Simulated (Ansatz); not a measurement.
The inner images of a band of CH$_{7}$AlO (10 atoms, charge 0, multiplicity 1) are given out of order.

All numbers below come from RKS PBE-D4/def2-SVPD in Ansatz 0.2.0.

First end point:

```xyz
10
Properties=species:S:1:pos:R:3
Al -0.023 0.110 0.172
H -0.157 0.480 1.741
H 1.364 0.447 -0.563
C -1.680 -0.003 -0.919
H -2.536 -0.450 -0.369
H -2.018 1.005 -1.242
H -1.538 -0.588 -1.855
O 0.186 -1.941 0.538
H -0.534 -2.464 0.140
H 0.172 -2.121 1.497
```

Last end point:

```xyz
10
Properties=species:S:1:pos:R:3
Al 0.104 -0.626 -0.372
H -0.427 0.230 1.872
H 1.416 0.273 -0.428
C -1.681 -0.015 -0.916
H -2.499 -0.594 -0.441
H -1.841 1.056 -0.671
H -1.818 -0.107 -2.015
O 0.419 -2.293 0.046
H -0.278 -2.966 0.067
H -0.158 -0.482 1.996
```

Q: Put them in order from the first end to the last, with their energies above the first end.
A.
```xyz
10
Properties=species:S:1:pos:R:3
Al 0.051 -0.406 -0.214
H -0.190 -0.184 1.884
H 1.355 0.494 -0.381
C -1.713 0.037 -0.950
H -2.554 -0.444 -0.410
H -1.943 1.117 -1.043
H -1.728 -0.377 -1.983
O 0.361 -2.098 0.251
H -0.377 -2.725 0.293
H -0.027 -0.940 1.691
```
B.
```xyz
10
Properties=species:S:1:pos:R:3
Al 0.010 -0.194 -0.050
H -0.164 -0.214 1.728
H 1.377 0.519 -0.448
C -1.715 0.039 -0.958
H -2.554 -0.449 -0.420
H -1.984 1.108 -1.083
H -1.683 -0.398 -1.979
O 0.315 -2.019 0.520
H -0.391 -2.675 0.381
H 0.025 -1.242 1.448
```
C.
```xyz
10
Properties=species:S:1:pos:R:3
Al -0.028 0.038 0.109
H -0.169 0.285 1.710
H 1.364 0.441 -0.578
C -1.699 0.028 -0.957
H -2.550 -0.459 -0.435
H -2.020 1.073 -1.154
H -1.597 -0.452 -1.953
O 0.244 -1.987 0.574
H -0.444 -2.612 0.280
H 0.134 -1.882 1.541
```
D.
```xyz
10
Properties=species:S:1:pos:R:3
Al 0.080 -0.531 -0.327
H -0.276 0.042 1.987
H 1.371 0.398 -0.355
C -1.700 0.009 -0.955
H -2.525 -0.446 -0.370
H -1.852 1.108 -0.957
H -1.836 -0.331 -2.005
O 0.403 -2.204 0.084
H -0.312 -2.858 0.108
H -0.119 -0.713 1.928
```
E.
```xyz
10
Properties=species:S:1:pos:R:3
Al -0.015 -0.041 0.046
H -0.183 0.017 1.697
H 1.382 0.488 -0.518
C -1.705 0.037 -0.971
H -2.549 -0.443 -0.433
H -1.995 1.099 -1.120
H -1.650 -0.414 -1.983
O 0.292 -2.023 0.576
H -0.419 -2.665 0.389
H 0.077 -1.580 1.454
```

A: C (+0.03 eV), E (+0.14 eV), B (+0.42 eV), A (-0.15 eV), D (-0.36 eV).

Time of the run: 54 s on 4 threads of Arm Neoverse V1 (shared host), peak memory 0.15 GiB.
